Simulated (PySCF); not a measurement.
Gas-phase reaction: 2 BH2Cl + 2 Cl ⇌ 2 BHCl2 + H2

Energies from PySCF (xtb for GFN2), thermal terms from the rigid-rotor harmonic-oscillator model, ideal gas at 1 bar. † marks an energy on the PBE0/def2-TZVP geometry and frequencies; other levels use their own. MP2 and CCSD(T) freeze the core. Open shells (unrestricted): Cl (multiplicity 2, electronic degeneracy 6); the rest are closed-shell singlets. GFN2 has no spin-polarisation term. Spin-orbit splitting is ignored; it lowers the true energy and changes the entropy of Cl. BH2Cl: computed as isolated molecules; such fragments, hydroxides, amides, oligomers or adducts are transient or little studied in the gas. MP2 isn't extrapolated to the basis-set limit; its ΔH°(298 K) is -581.7 kJ in def2-SVP and -608.5 kJ in def2-TZVPP. CCSD(T) isn't extrapolated to the basis-set limit; its ΔH°(298 K) is -551.1 kJ in def2-SVP and -566.6 kJ in def2-TZVPP. The harmonic model lacks anharmonicity and excited electronic states, which grow with temperature; levels with a mode under 35 cm⁻¹ are left out.

```csv
level,"ΔE electronic, kJ","ΔH°(298 K), kJ","ΔS°(298 K), J/K","ΔG°(2000 K), kJ"
BLYP/def2-TZVP†,-553,-560,-139,-292
CCSD(T)/def2-SVP†,-544,-551,-139,-283
GFN2-xTB,-446,-459,-135,-202
MP2/def2-TZVPP†,-601,-608,-139,-340
PBE0/def2-SVP†,-591,-598,-139,-330
PBE0/def2-TZVP,-582,-590,-139,-321
r2SCAN/def2-TZVP†,-597,-604,-139,-336
LDA/def2-TZVP†,-698,-705,-139,-437
ωB97M-V/def2-TZVP†,-587,-595,-139,-326
ωB97X-V/def2-TZVP†,-576,-583,-139,-314
```
ΔH° is lowest at LDA/def2-TZVP† and highest at GFN2-xTB. No reference value is set beside these.
